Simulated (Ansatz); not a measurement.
SrP₂Os₂: from a trial structure to a relaxed crystal

Method: Ansatz, DFT PBEsol, scalar-relativistic, plane waves, PAW. Cutoff 420 eV, Γ-centred k mesh, Gaussian smearing, no spin polarisation in the final step.

SrP₂Os₂ was placed on the sites of a reported YAl2Si2 cell (P-3m1, No. 164), with Sr in place of Y, P in place of Al, Os in place of Si, at a guessed volume.

```
CELL_PARAMETERS angstrom
4.17827 0.00000 0.00000
-2.08914 3.61849 0.00000
0.00000 0.00000 6.55475
ATOMIC_POSITIONS crystal
Sr 0.00000 0.00000 0.00000
P 0.33333 0.66667 0.64440
P 0.66667 0.33333 0.35560
Os 0.33333 0.66667 0.25990
Os 0.66667 0.33333 0.74010
```

Steps on the 6×6×4 mesh (5 atoms). 8 of 9 steps are shown, and the free energy counts from the last. Trial steps that were taken back and renewals of the plane-wave basis can be among the rows.

```csv
step,ΔF (meV/atom),V (Å³/atom),P (GPa),largest force component (eV/Å)
1,867.6,19.82,-12.73,4.362
2,549.7,19.07,-4.66,2.237
3,367.5,19.01,1.26,1.788
4,107.2,19.48,-3.81,1.376
5,19.5,19.12,-4.09,0.755
6,2.3,18.57,-0.51,0.323
7,0.1,18.48,0.12,0.057
9,0.0,18.52,-0.11,0.012
```

A final relaxation ran on a 12×12×6 mesh. The relaxed crystal, P-3m1 (No. 164):

```
Sr P Os
1.0
     3.89526    0.00000    0.00000
    -1.94763    3.37339    0.00000
     0.00000    0.00000    7.05621
Sr P Os
1 2 2
Direct
  0.00000 0.00000 0.00000
  0.33333 0.66667 0.70147
  0.66667 0.33333 0.29853
  0.33333 0.66667 0.36983
  0.66667 0.33333 0.63017
```

| Property | Result |
| --- | --- |
| Volume per atom | 18.54 Å³ |
| Density | 9.49 g/cm³ |
| Energy over the elements | -0.51 eV/atom |
| Gap on the 12×12×6 mesh | 0 eV (a metal) |

The zero of energy is the elements' standard structures at the same level; no fitted shifts are applied.

The final run used a 12×12×6 mesh on its 5-atom cell and 0.10 eV smearing. For metals, differences of a few meV/atom aren't resolved. Spin–orbit coupling is left out.

Symmetry constrained the relaxation, so the result can be a saddle point.

Cost: 3 runs of about 1.9 core-minutes in all, on Arm Neoverse V2 (shared hosts).